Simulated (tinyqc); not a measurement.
Worked calculation: Pariser-Parr-Pople SCF with singles CI, for the molecule O=Cc1[cH+]n1 (SMILES; centres numbered as the heavy atoms are written). One step of it, computed by the program tinyqc.

Problem. Singles CI, singlets. Over the 4 single excitations with the smallest orbital gaps: A = (e_a - e_i) delta + 2 (ia|jb) - (ij|ab), with (pq|rs) = sum c_mp c_mq gamma_mn c_nr c_ns. f = 2/3 w |mu|^2 in atomic units, mu = sqrt2 sum c_ia sum_m c_mi c_ma R_m.

orbital energies (eV): -20.858828  -17.261523  -8.616118  -7.614634  -4.756191

coefficients:
```
,MO1,MO2,MO3,MO4,MO5
1O,0.144698,0.764180,-0.474788,0.141918,-0.386686
2C,0.230302,0.553936,0.340240,-0.147804,0.708877
3C,0.556508,0.035125,0.622298,-0.129408,-0.533915
4C,0.491727,-0.194500,-0.083801,0.819749,0.203378
5N,0.611987,-0.264800,-0.514330,-0.518920,0.146765
```

repulsion gamma_rs (eV):
```
,1O,2C,3C,4C,5N
1O,15.200000,5.774251,4.092410,2.927847,3.273213
2C,5.774251,11.130000,5.345050,3.601728,3.660213
3C,4.092410,5.345050,11.130000,5.346441,5.476922
4C,2.927847,3.601728,5.346441,11.130000,5.476979
5N,3.273213,3.660213,5.476922,5.476979,12.300000
```

Centres (angstrom, eV; a flat drawing with bonds scaled to 1.40 angstrom):
```
centre,x,y,core charge z,W,gamma_rr
1O,-2.084000,0.387000,1,17.700000,15.200000
2C,-1.065000,-0.573000,1,11.160000,11.130000
3C,0.276000,-0.170000,1,11.160000,11.130000
4C,1.638000,-0.492000,1,11.160000,11.130000
5N,1.236000,0.849000,1,14.100000,12.300000
```

Give: singlet CI matrix; singlet excitation energies; oscillator strengths.

Solution.

singlet CI matrix (eV):
```
,2>3,2>4,1>3,2>5
2>3,5.8989,-0.1527,0.0436,0.7793
2>4,-0.1527,6.5171,-0.2448,-0.2073
1>3,0.0436,-0.2448,8.9310,0.3490
2>5,0.7793,-0.2073,0.3490,9.0172
```

singlet excitation energies (eV): 5.7009  6.4912  8.6935  9.4786

oscillator strengths: 0.4580  0.1826  0.2478  0.5087
